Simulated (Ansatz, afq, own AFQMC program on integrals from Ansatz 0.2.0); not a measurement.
Two steps: Ansatz 0.2.0 writes the Fock matrix and Cholesky factors of the valence space, and afq projects on them the lowest state that overlaps trial and start.

```yaml
crystal:
  periodic: [false, false, false]
  atoms:
    - {symbol: Si, position_ang: [0.000000, -0.081269, 0.000000]}
    - {symbol: H, position_ang: [0.000000, 1.132255, -1.239344]}
    - {symbol: H, position_ang: [0.000000, 1.132255, 1.239344]}
basis:
  gaussian: {orbitals: cc-pVDZ}
magnetization: {spin_polarized: true, initial_magnetization: 0}
correlation: {method: ccsd_t, electrons: outside_noble_gas, hamiltonian_folder: ham}
```

```sh
$ ansatz run in.yaml --threads 1 --pin off --events-out ev --progress --plain --max-ram 16896MiB --backend cuda --devices 0, --max-vram 18GiB
```

afq runs on the folder ham with

```
--method free --trial cid --walkers 50 --time-step 0.01 --max-blocks 120 --target-error 0.00058 --factor-cut 1e-05 --seed 9571 --times 0.0,0.2,0.4,0.8,1.2 --taylor-order 8
```

Times are imaginary, in 1/Eh. The walk had a cap of 60 s.

Log:

```
orbitals 23  electrons 3 3  factors 157 of 273
reference energy -289.99801106 Eh
CCSD correlation -0.11989528 Eh in 11 cycles, weight of the determinant in the CISD state 0.9007
repeat  energy at the last time / Eh  error
    10  -290.120507  0.000251
    20  -290.120666  0.000189
    30  -290.120746  0.000158
time / (1/Eh)  energy / Eh  error  mean overlap
  0.00  -290.117850  0.000068  1.1054
  0.20  -290.119049  0.000100  1.1065
  0.40  -290.119738  0.000103  1.1175
  0.80  -290.120498  0.000110  1.1142
  1.20  -290.120748  0.000153  1.1259
energy -290.120748 +/- 0.000153 Eh
```

The run passed its tests (error under three times the target), which doesn't prove that it has relaxed.

Against this walk (error 4.2 meV) on the same determinant: CCSD(T) 4.7 meV higher (within the noise), CCSDT(Q) 18.2 meV lower, CCSDTQ 18.8 meV lower, full CI 18.8 meV lower. The error is statistical, and a free projection of finite length keeps a remainder of its start. The projection is still falling at its last time (meV from the last point: 78.9 ± 1.9 at 0.00, 46 ± 3 at 0.20, 27 ± 3 at 0.40, 7 ± 3 at 0.80, 0 ± 4 at 1.20), so its energy is a cut-off value, and the gaps above aren't errors of the other methods. Full CI is exact here, so the walk's 19 meV above it is the walk's own error: what remains of the start.

Cautions: remainder of the start not in the error; an unrestricted solution with more broken spin lies lower (52 meV, ⟨S²⟩ 0.30), while this determinant keeps restricted orbitals.

The walk took 6.3 s on 1 × NVIDIA H100 80GB HBM3 with 2 threads of AMD EPYC 7R13 Processor (Zen 3), on a shared host (the card was shared). The log's last line is the free-projection energy.

CCSDT and higher add their correlation energy to the determinant of the CCSD(T) run, since their own runs factorise the integrals more tightly (a shift of under 2 meV). A walk keeps the symmetry of its determinant, which the program's search chose and which needn't be the lowest solution, so a lower state of the same spin and another symmetry isn't excluded.
